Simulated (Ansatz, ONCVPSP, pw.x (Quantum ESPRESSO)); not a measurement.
**copper: does the ONCV potential hold in the solid?**

```
Element                 : Cu (Z = 29)
Generator               : ONCVPSP 4.0.1.1 (patched build)
Type                    : optimised norm-conserving Vanderbilt (ONCV)
Functional              : PBEsol
Relativity              : scalar-relativistic
Frozen core             : [Ne]
Valence charge          : 19
Reference configuration : 3s2 3p6 3d10 4s1
Partial waves           : 3s+4s: rc 1.35 bohr, ncon 3, nbas 6, qcut 9 1/bohr, 2 projectors; 3p: rc 1.20 bohr, ncon 4, nbas 7, qcut 9.4 1/bohr, local; 3d: rc 1.40 bohr, ncon 4, nbas 9, qcut 12 1/bohr, 2 projectors, debl 3.7 Ha
Local potential         : the p channel
Core correction         : none
```

Atomic tests: cutoffs needed: 55 Ha and 62 Ha (the cutoffs (Ha) at which the residual kinetic energy of the hardest occupied pseudo-wave falls to 1 and 0.1 mHa per electron); ghost test: no bound ghost flagged; no localised positive-energy state flagged; configuration tests: 1 of 4 tests not solved or not reliable.

Crystal test: bcc Cu in pw.x 7.5, no spin, 16³ k-points, Fermi–Dirac smearing 0.01 Ry, cutoffs 145/580 Ry. The reference is all-electron LAPW (Ansatz 0.2.0) with the same functional, mesh and smearing; V0 and B0 come from Birch–Murnaghan fits to the pressures at five volumes. Errors are pseudo minus all-electron; Δ is the rms difference of the E(V) curves that follow from these fits, minima aligned, over ±6 % about the mean V0. Mesh and smearing are coarse, so the numbers serve the comparison and aren't converged zero-temperature values; the lattice is a test structure that the element need not adopt.

| V (Å³/atom) | P all-electron (GPa) | P pseudo (GPa) |
| --- | --- | --- |
| 10.804 | 9.48 | 11.40 |
| 11.089 | 4.31 | 4.10 |
| 11.373 | -0.14 | -2.80 |
| 11.657 | -3.97 | -9.11 |
| 11.942 | -7.25 | -14.47 |

All-electron: a0 = 2.833 Å (V0 = 11.36 Å³/atom), B0 = 165.5 GPa.

Pseudopotential: mean pressure error (GPa): -2.66; a0 (Å): 2.823; a0 error (%): -0.33; B0 error (%): +61.0; Δ (meV/atom): 7.5. This is a poor potential for the solid. Atomic configuration tests: 1 of 4 tests not solved or not reliable.

Problem. At the middle volume, how do free energy and pressure move when the wave cutoff is lowered (ecutrho kept at four times it)?

Solution.

```tsv
cutoff (Ry)	shift of F (meV/atom)	shift of P (GPa)
65	+34155.8	-1640.08
87	+4506.0	-398.49
116	+95.3	-17.09
```

The run at the middle volume (145 k-points, 12 iterations) took about 2.7 min on one core of a shared host (Neoverse-N1, 64 threads, 124 GiB, load 56).
